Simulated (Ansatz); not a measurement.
**HMgGe, quartet: the ladder up to full CI**

Geometry: a point of a stretch scan, not a stationary point.

```xyz
3

Ge    0.0000    0.0000   -3.2127
Mg    0.0000    0.0000   -0.6601
H     0.0000    0.0000    3.8729
```

Basis 6-31G (Cartesian d functions); Ansatz 0.2.0. Correlated methods freeze the noble-gas cores and the filled d shells of p-block atoms, which leaves 7 electrons in 25 orbitals. Prefix R: restricted or restricted open-shell reference; prefix U: unrestricted. Active spaces: valence = (7e, 9o) chosen from the atoms' valence shells; pair = (5e, 5o) about the gap. No spin–orbit coupling is included, and no scalar relativity. The metal's outer-core shells are frozen, which leaves out core–valence correlation.

Full CI is exact within this basis and frozen core; it isn't the basis-set limit. The frozen core follows each run's orbitals, which can shift R against U totals by a few meV for light atoms and by up to 0.1 eV past Ca.

For open shells CISD is restricted-active-space CI with the open shells as a complete middle space.

* UHF ⟨S²⟩: 4.430
* T1 diagnostic (RCCSD): 0.0535
* largest doubles amplitude (RCCSD): 0.202

```
   level  E − E(RHF) (eV)
    RMP2          -1.3560
   RCCSD          -1.9514
RCCSD(T)          -2.0121
```

Question: Estimate how far full CI in 6-31G lies from RCCSD(T). The table doesn't fix it; the size of (T) and the diagnostics are the guide.

Answer: Full CI in 6-31G lies 30 meV below RCCSD(T), which is 50 % of the (T) step (-61 meV). T1 is raised, a doubles amplitude is large, and the rest is a large part of (T).

The other levels:

| level | E − E(full CI) (meV) | share of correlation (%) | wall time |
| --- | --- | --- | --- |
| CISD | 148 | 92.75 | 2.1 s |
| BCCD(T) | 36 | 98.26 | 6.5 s |
| RCCSDT | 5 | 99.76 | – |
| RCCSDT(Q) | 1 | 99.96 | 13 s |
| CASSCF (pair space) | 1292 | 36.72 | – |
| NEVPT2 (pair space) | 439 | 78.51 | 1.8 s |
| MRCISD (pair space) | 109 | 94.66 | – |
| MRCISD+Q (pair space) | 32 | 98.42 | 2.2 s |
| CASSCF (valence space) | 549 | 73.13 | – |
| NEVPT2 (valence space) | 147 | 92.81 | 4.9 s |
| MRCISD (valence space) | 11 | 99.45 | – |
| MRCISD+Q (valence space) | 0 | 99.99 | 7 s |

The correlation energy at full CI, counted from RHF, is -2.042 eV. That run took 2.4 min on 1 thread of Arm Neoverse V1, shared host over 3,993,174 determinants.

Run but not shown, since their state, orbitals or frozen core can't be matched to the reference's or they repeat it: UHF, UMP2, UCCSD, UCCSD(T), UCCSDT, UCCSDT(Q).

Times hold each run's SCF and search for its determinant on a shared host, so for small cases they say little of a method's own cost; they ran on 1 thread of Arm Neoverse V1.

The full-CI state has the irrep A2 of C2v, in the program's axes (one component, if the state is degenerate).

Natural occupations of full CI about the gap: 1.963 1.783 1.000 0.986 0.986 0.176 0.033 0.033 0.015 0.007; effectively unpaired electrons, Σ n²(2−n)², 3.27.
